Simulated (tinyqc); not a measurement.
Inside a calculation (part 3 of 3). Method: UHF in the sto-3g basis, for NH, spin multiplicity 3. Computed by tinyqc, a small Python program that keeps every step (integrals from PySCF). Command: `OMP_NUM_THREADS=1 python tinyqc.py 21495 21496 out.jsonl` (the two numbers bound the seeds that draw the settings). One thread of a shared host (Intel(R) Xeon(R) Processor @ 2.60GHz), about 0.2 s of CPU time with the checks.

Geometry (angstrom):
```
atom         x         y         z
N     0.000000  0.000000  0.000000
H     0.000000  0.000000  1.686000
```

## Iteration 4: DIIS over 3 matrices

error matrix X^T (FDS - SDF) X (alpha):
$$\begin{pmatrix}
0.000000 & -0.021969 & -0.072658 & -0.036197 & -0.031040 & -0.010909 \\
0.021969 & 0.000000 & -0.058420 & -0.029273 & -0.031685 & -0.017979 \\
0.072658 & 0.058420 & 0.000000 & -0.000560 & -0.022249 & -0.030454 \\
0.036197 & 0.029273 & 0.000560 & 0.000000 & -0.010845 & -0.015087 \\
0.031040 & 0.031685 & 0.022249 & 0.010845 & 0.000000 & -0.009669 \\
0.010909 & 0.017979 & 0.030454 & 0.015087 & 0.009669 & 0.000000
\end{pmatrix}$$

B (overlaps of the stored error matrices):
$$\begin{pmatrix}
2.4249722e-01 & -5.9797800e-02 & -1.3520932e-03 \\
-5.9797800e-02 & 1.5245097e-01 & 6.6302139e-02 \\
-1.3520932e-03 & 6.6302139e-02 & 4.6871300e-02
\end{pmatrix}$$

Minimise |sum c_i e_i|^2 with sum c_i = 1: solve [B -1; -1 0][c; lambda] = [0; -1] with B_ij = tr e_i^T e_j summed over both spins, and take F = sum c_i F_i.

DIIS coefficients: [0.126970, -0.143033, 1.016062]

extrapolated F(alpha) (hartree), order 1N 1s, 1N 2s, 1N 2px, 1N 2py, 1N 2pz, 2H 1s:
$$\begin{pmatrix}
-15.299849 & -3.913675 & -0.001819 & -0.005391 & -0.006364 & -0.216623 \\
-3.913675 & -1.972850 & 0.005130 & -0.014694 & -0.019349 & -0.286647 \\
-0.001819 & 0.005130 & -0.409125 & 0.032298 & 0.059491 & -0.044302 \\
-0.005391 & -0.014694 & 0.032298 & -0.410957 & 0.058863 & -0.048421 \\
-0.006364 & -0.019349 & 0.059491 & 0.058863 & -0.340228 & -0.260803 \\
-0.216623 & -0.286647 & -0.044302 & -0.048421 & -0.260803 & -0.017706
\end{pmatrix}$$

extrapolated F(beta) (hartree), order 1N 1s, 1N 2s, 1N 2px, 1N 2py, 1N 2pz, 2H 1s:
$$\begin{pmatrix}
-15.249484 & -3.836536 & -0.000644 & -0.006583 & -0.006775 & -0.210233 \\
-3.836536 & -1.598120 & -0.012048 & 0.022218 & 0.001063 & -0.253097 \\
-0.000644 & -0.012048 & 0.291333 & -0.069898 & -0.086097 & -0.071286 \\
-0.006583 & 0.022218 & -0.069898 & 0.316655 & -0.075750 & -0.055990 \\
-0.006775 & 0.001063 & -0.086097 & -0.075750 & 0.243147 & -0.215489 \\
-0.210233 & -0.253097 & -0.071286 & -0.055990 & -0.215489 & -0.295516
\end{pmatrix}$$

## Iteration 4: diagonalisation and new density

X, order 1N 1s, 1N 2s, 1N 2px, 1N 2py, 1N 2pz, 2H 1s:
$$\begin{pmatrix}
-0.536145 & 0.604348 & 0.000000 & 0.000000 & -0.497465 & 0.399195 \\
0.763557 & -0.355986 & 0.000000 & 0.000000 & -0.311175 & 0.537822 \\
0.000000 & 0.000000 & 0.941864 & -0.335994 & 0.000000 & 0.000000 \\
0.000000 & 0.000000 & 0.335994 & 0.941864 & 0.000000 & 0.000000 \\
0.406692 & 0.659663 & 0.000000 & 0.000000 & 0.601957 & 0.281116 \\
-0.658021 & -0.497786 & 0.000000 & 0.000000 & 0.416286 & 0.472566
\end{pmatrix}$$

Diagonalise F' = X^T F X, C = X C', fill 5 alpha and 3 beta electrons from the bottom; D(s) = C_occ C_occ^T. Each column has its largest component positive (the first on a tie).

F' = X^T F X (alpha) (hartree):
$$\begin{pmatrix}
-2.142233 & 3.073543 & 0.070802 & 0.025144 & -2.973047 & 2.466066 \\
3.073543 & -4.102497 & 0.076787 & 0.041520 & 4.197081 & -4.034590 \\
0.070802 & 0.076787 & -0.388889 & 0.024426 & 0.023278 & -0.007559 \\
0.025144 & 0.041520 & 0.024426 & -0.431193 & 0.015617 & -0.014705 \\
-2.973047 & 4.197081 & 0.023278 & 0.015617 & -5.270985 & 4.723672 \\
2.466066 & -4.034590 & -0.007559 & -0.014705 & 4.723672 & -5.024134
\end{pmatrix}$$

orbital energies (alpha) (hartree): MO1 -15.307429, MO2 -1.031669, MO3 -0.453687, MO4 -0.441984, MO5 -0.352745, MO6 0.227584

coefficients C (alpha), order 1N 1s, 1N 2s, 1N 2px, 1N 2py, 1N 2pz, 2H 1s:
$$\begin{pmatrix}
0.994123 & -0.262292 & 0.012962 & -0.006731 & 0.024403 & 0.040366 \\
0.024013 & 1.016438 & -0.059633 & 0.027405 & -0.117349 & -0.209827 \\
0.000101 & -0.009446 & -0.421215 & 0.728864 & 0.525110 & -0.124520 \\
0.000371 & 0.023571 & -0.498501 & -0.682836 & 0.519044 & -0.123566 \\
0.000917 & 0.029147 & 0.710091 & -0.040702 & 0.499973 & -0.534064 \\
-0.002525 & 0.052042 & 0.158995 & -0.008419 & 0.366948 & 0.956389
\end{pmatrix}$$

F' = X^T F X (beta) (hartree):
$$\begin{pmatrix}
-2.036839 & 3.043993 & 0.011776 & 0.023967 & -2.831228 & 2.769628 \\
3.043993 & -3.916413 & -0.027817 & -0.026161 & 4.505525 & -3.907805 \\
0.011776 & -0.027817 & 0.249951 & -0.046103 & -0.097306 & -0.073783 \\
0.023967 & -0.026161 & -0.046103 & 0.358037 & -0.042311 & -0.014483 \\
-2.831228 & 4.505525 & -0.097306 & -0.042311 & -5.031138 & 4.689915 \\
2.769628 & -3.907805 & -0.073783 & -0.014483 & 4.689915 & -4.852947
\end{pmatrix}$$

orbital energies (beta) (hartree): MO1 -15.254173, MO2 -0.687659, MO3 -0.305691, MO4 0.228905, MO5 0.375713, MO6 0.413557

coefficients C (beta), order 1N 1s, 1N 2s, 1N 2px, 1N 2py, 1N 2pz, 2H 1s:
$$\begin{pmatrix}
0.995472 & -0.247470 & 0.079247 & -0.023760 & -0.007928 & -0.020044 \\
0.018694 & 0.969532 & -0.363033 & 0.113377 & 0.031387 & 0.099260 \\
0.000052 & 0.027236 & 0.155660 & 0.690887 & -0.646974 & -0.281295 \\
0.000391 & -0.008725 & 0.145040 & 0.568807 & 0.761446 & -0.274854 \\
0.000815 & 0.016175 & 0.291957 & 0.333327 & 0.027304 & 0.919010 \\
-0.002100 & 0.201433 & 0.869467 & -0.374229 & -0.019024 & -0.374746
\end{pmatrix}$$

D(alpha) after iteration 4, order 1N 1s, 1N 2s, 1N 2px, 1N 2py, 1N 2pz, 2H 1s:
$$\begin{pmatrix}
1.057886 & -0.246552 & 0.005026 & 0.004988 & 0.014946 & -0.005088 \\
-0.246552 & 1.051800 & -0.026128 & -0.025928 & -0.072484 & 0.000064 \\
0.005026 & -0.026128 & 0.984495 & -0.015386 & -0.066501 & 0.119089 \\
0.004988 & -0.025928 & -0.015386 & 0.984731 & -0.065992 & 0.118178 \\
0.014946 & -0.072484 & -0.066501 & -0.065992 & 0.756708 & 0.298222 \\
-0.005088 & 0.000064 & 0.119089 & 0.118178 & 0.298222 & 0.162716
\end{pmatrix}$$

D(beta) after iteration 4, order 1N 1s, 1N 2s, 1N 2px, 1N 2py, 1N 2pz, 2H 1s:
$$\begin{pmatrix}
1.058487 & -0.250090 & 0.005648 & 0.014042 & 0.019945 & 0.016963 \\
-0.250090 & 1.072135 & -0.030102 & -0.061107 & -0.090292 & -0.120389 \\
0.005648 & -0.030102 & 0.024972 & 0.022339 & 0.045887 & 0.140827 \\
0.014042 & -0.061107 & 0.022339 & 0.021113 & 0.042205 & 0.124349 \\
0.019945 & -0.090292 & 0.045887 & 0.042205 & 0.085501 & 0.257104 \\
0.016963 & -0.120389 & 0.140827 & 0.124349 & 0.257104 & 0.796553
\end{pmatrix}$$

## Iteration 14 (converged): orbitals

converged F(alpha) (hartree), order 1N 1s, 1N 2s, 1N 2px, 1N 2py, 1N 2pz, 2H 1s:
$$\begin{pmatrix}
-15.352480 & -3.931539 & 0.000000 & 0.000000 & -0.005251 & -0.217277 \\
-3.931539 & -2.033103 & 0.000003 & 0.000002 & -0.017520 & -0.284236 \\
0.000000 & 0.000003 & -0.480876 & 0.000000 & 0.000001 & -0.000001 \\
0.000000 & 0.000002 & 0.000000 & -0.480876 & 0.000001 & -0.000001 \\
-0.005251 & -0.017520 & 0.000001 & 0.000001 & -0.450623 & -0.224181 \\
-0.217277 & -0.284236 & -0.000001 & -0.000001 & -0.224181 & 0.176568
\end{pmatrix}$$

converged F(beta) (hartree), order 1N 1s, 1N 2s, 1N 2px, 1N 2py, 1N 2pz, 2H 1s:
$$\begin{pmatrix}
-15.293368 & -3.838394 & 0.000000 & 0.000000 & -0.005338 & -0.210286 \\
-3.838394 & -1.590392 & -0.000004 & -0.000003 & 0.009393 & -0.253781 \\
0.000000 & -0.000004 & 0.356947 & 0.000000 & 0.000001 & 0.000001 \\
0.000000 & -0.000003 & 0.000000 & 0.356947 & 0.000001 & 0.000001 \\
-0.005338 & 0.009393 & 0.000001 & 0.000001 & 0.273527 & -0.217677 \\
-0.210286 & -0.253781 & 0.000001 & 0.000001 & -0.217677 & -0.460075
\end{pmatrix}$$

As before.

F' = X^T F X (alpha) (hartree):
$$\begin{pmatrix}
-2.133838 & 3.106299 & 0.000004 & 0.000001 & -3.056295 & 2.380685 \\
3.106299 & -4.144342 & 0.000001 & 0.000001 & 4.120377 & -4.099059 \\
0.000004 & 0.000001 & -0.480876 & 0.000000 & -0.000001 & 0.000001 \\
0.000001 & 0.000001 & 0.000000 & -0.480876 & 0.000000 & 0.000000 \\
-3.056295 & 4.120377 & -0.000001 & 0.000000 & -5.285061 & 4.786221 \\
2.380685 & -4.099059 & 0.000001 & 0.000000 & 4.786221 & -5.011447
\end{pmatrix}$$

orbital energies (alpha) (hartree): MO1 -15.360325, MO2 -1.087367, MO3 -0.480876, MO4 -0.480876, MO5 -0.473432, MO6 0.346435

coefficients C (alpha), order 1N 1s, 1N 2s, 1N 2px, 1N 2py, 1N 2pz, 2H 1s:
$$\begin{pmatrix}
0.994014 & -0.263782 & 0.000000 & -0.000002 & 0.015259 & 0.040467 \\
0.024438 & 1.021931 & 0.000002 & 0.000008 & -0.070395 & -0.214317 \\
0.000000 & -0.000004 & -0.482799 & 0.875731 & 0.000038 & -0.000003 \\
0.000000 & -0.000003 & 0.875731 & 0.482799 & 0.000049 & -0.000002 \\
0.000862 & 0.026403 & -0.000024 & -0.000056 & 0.950612 & -0.370907 \\
-0.002566 & 0.030268 & -0.000003 & -0.000006 & 0.174615 & 1.022733
\end{pmatrix}$$

F' = X^T F X (beta) (hartree):
$$\begin{pmatrix}
-2.103288 & 3.013482 & -0.000004 & -0.000001 & -2.789705 & 2.840441 \\
3.013482 & -3.959759 & 0.000002 & 0.000000 & 4.562339 & -3.873206 \\
-0.000004 & 0.000002 & 0.356947 & 0.000000 & 0.000003 & -0.000001 \\
-0.000001 & 0.000000 & 0.000000 & 0.356947 & 0.000001 & 0.000000 \\
-2.789705 & 4.562339 & 0.000003 & 0.000001 & -5.064212 & 4.672018 \\
2.840441 & -3.873206 & -0.000001 & 0.000000 & 4.672018 & -4.890959
\end{pmatrix}$$

orbital energies (beta) (hartree): MO1 -15.297729, MO2 -0.692100, MO3 -0.416313, MO4 0.356947, MO5 0.356947, MO6 0.387925

coefficients C (beta), order 1N 1s, 1N 2s, 1N 2px, 1N 2py, 1N 2pz, 2H 1s:
$$\begin{pmatrix}
0.995645 & -0.235451 & 0.110430 & 0.000002 & 0.000000 & -0.023975 \\
0.018006 & 0.917980 & -0.489374 & -0.000008 & 0.000000 & 0.115452 \\
0.000000 & 0.000003 & -0.000004 & 0.822321 & -0.569023 & 0.000011 \\
0.000000 & 0.000002 & -0.000003 & 0.569023 & 0.822321 & 0.000008 \\
0.000694 & 0.016271 & 0.186406 & -0.000013 & 0.000000 & 1.003454 \\
-0.002024 & 0.315403 & 0.910425 & 0.000009 & 0.000000 & -0.386057
\end{pmatrix}$$

D(alpha) after iteration 14, order 1N 1s, 1N 2s, 1N 2px, 1N 2py, 1N 2pz, 2H 1s:
$$\begin{pmatrix}
1.057878 & -0.246349 & 0.000000 & 0.000000 & 0.008397 & -0.007870 \\
-0.246349 & 1.049895 & -0.000001 & -0.000001 & -0.039915 & 0.018577 \\
0.000000 & -0.000001 & 1.000000 & 0.000000 & -0.000001 & 0.000003 \\
0.000000 & -0.000001 & 0.000000 & 1.000000 & -0.000001 & 0.000003 \\
0.008397 & -0.039915 & -0.000001 & -0.000001 & 0.904361 & 0.166788 \\
-0.007870 & 0.018577 & 0.000003 & 0.000003 & 0.166788 & 0.031413
\end{pmatrix}$$

D(beta) after iteration 14, order 1N 1s, 1N 2s, 1N 2px, 1N 2py, 1N 2pz, 2H 1s:
$$\begin{pmatrix}
1.058941 & -0.252254 & -0.000001 & -0.000001 & 0.017445 & 0.024262 \\
-0.252254 & 1.082498 & 0.000005 & 0.000003 & -0.076273 & -0.156041 \\
-0.000001 & 0.000005 & 0.000000 & 0.000000 & -0.000001 & -0.000003 \\
-0.000001 & 0.000003 & 0.000000 & 0.000000 & -0.000001 & -0.000002 \\
0.017445 & -0.076273 & -0.000001 & -0.000001 & 0.035012 & 0.174839 \\
0.024262 & -0.156041 & -0.000003 & -0.000002 & 0.174839 & 0.928356
\end{pmatrix}$$

Within a degenerate level the vectors are fixed only up to a rotation; this is one choice.

## Convergence

Stop when the energy changes by less than 1e-09 hartree and every element of the error matrix X^T (F D S - S D F) X (for each spin) is below 9e-06.

Course of the cycle:
```
iteration   E (hartree)     change  largest element of the error matrix
1          -46.10809954          -                             3.84e+00
2          -53.64754633  -7.54e+00                             1.15e-01
3          -53.93007643  -2.83e-01                             1.26e-01
4          -54.08778429  -1.58e-01                             7.27e-02
5          -54.15049250  -6.27e-02                             4.38e-02
6          -54.19275982  -4.23e-02                             1.21e-02
7          -54.19436813  -1.61e-03                             7.96e-03
8          -54.19530355  -9.35e-04                             1.40e-03
9          -54.19532582  -2.23e-05                             8.74e-04
10         -54.19533057  -4.74e-06                             2.99e-04
11         -54.19533118  -6.13e-07                             5.88e-05
12         -54.19533122  -3.68e-08                             2.48e-05
13         -54.19533122  -8.02e-09                             8.49e-06
14         -54.19533122  -7.26e-10                             3.26e-06
```

PySCF UHF in the same basis, after a stability check = -54.19533122 hartree

Converged in 14 iterations.

## Populations, bond orders and dipole

overlap S, order 1N 1s, 1N 2s, 1N 2px, 1N 2py, 1N 2pz, 2H 1s:
$$\begin{pmatrix}
1.000000 & 0.235038 & 0.000000 & 0.000000 & 0.000000 & 0.012655 \\
0.235038 & 1.000000 & 0.000000 & 0.000000 & 0.000000 & 0.178889 \\
0.000000 & 0.000000 & 1.000000 & 0.000000 & 0.000000 & 0.000000 \\
0.000000 & 0.000000 & 0.000000 & 1.000000 & 0.000000 & 0.000000 \\
0.000000 & 0.000000 & 0.000000 & 0.000000 & 1.000000 & 0.197282 \\
0.012655 & 0.178889 & 0.000000 & 0.000000 & 0.197282 & 1.000000
\end{pmatrix}$$

Mulliken: Z minus the diagonal of D S on the atom; Loewdin: the same with S^(1/2) D S^(1/2); Mayer order: 2 sum_s sum (D(s) S)_ij (D(s) S)_ji over the two atoms.

Charges (e):
```
atom   Mulliken    Loewdin  Mulliken spin
1N     0.002782   0.009768       2.867701
2H    -0.002782  -0.009768      -0.867701
```

Mayer bond orders:
```
pair     order
2-1   0.247088
```

dipole moment about the origin, x y z (debye): [-0.000018, -0.000010, 0.230604]

<S^2> of the determinant (pure state: 2) = 2.725109
